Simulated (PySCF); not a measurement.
Lithium diatomic, Li2.
Atom-mapped SMILES: `[Li:1][Li:2]`

All values: CAM-B3LYP/def2-SVPD (PySCF, non-relativistic), on one gas-phase PBE0-D3(BJ)/def2-SVP geometry that isn't relaxed in the solvent. The solvent is an IEF-PCM continuum (van der Waals radii × 1.2), and excitations are vertical TDDFT with non-equilibrium linear response and a frozen core. Only the electrostatic response of the medium enters.

```tsv
run	E − E(gas) (kcal/mol)	HOMO (eV)	HOMO–LUMO gap (eV)	dipole (D)	lowest singlet (eV)	static polarisability (au)
gas	0.00	-4.52	3.85	0.00	1.98	200.1
P	-3.94	-4.39	4.25	0.00	1.94	330.9
Q	-4.67	-4.41	4.34	0.00	2.03	366.9
```

Q: The runs were made in chloroform and tetrahydrofuran. Which run belongs to which solvent?

A: P = chloroform, Q = tetrahydrofuran. The dielectric constants are 4.711 (chloroform), 7.426 (tetrahydrofuran), and the energy falls further as ε rises. The optical constants n² used for the excitations are 2.09, 1.97 in the same order. In this model the ground state sees the solvent through ε alone.

Q: How constant is the ratio of the lowering to (ε − 1)/(2ε + 1)?

A: 
```
        solvent  (ε − 1)/(2ε + 1)  E − E(gas) (kcal/mol)  ratio (kcal/mol)  polarisation term (kcal/mol)
     chloroform             0.356                  -3.94             -11.1                         -4.77
tetrahydrofuran             0.405                  -4.67             -11.5                         -5.82
```

The ratio changes by +4.1 % in size from chloroform to tetrahydrofuran. The polarisation term is half the interaction of the solute with the induced surface charges.

Time: 0.45 s wall; peak memory 0.25 GiB. Hardware: an Intel Xeon at 2.80 GHz with one thread, no GPU, shared host with 64 logical CPUs at a one-minute load of 9.2. This is the whole response run at CAM-B3LYP/def2-SVPD in tetrahydrofuran, SCF included.
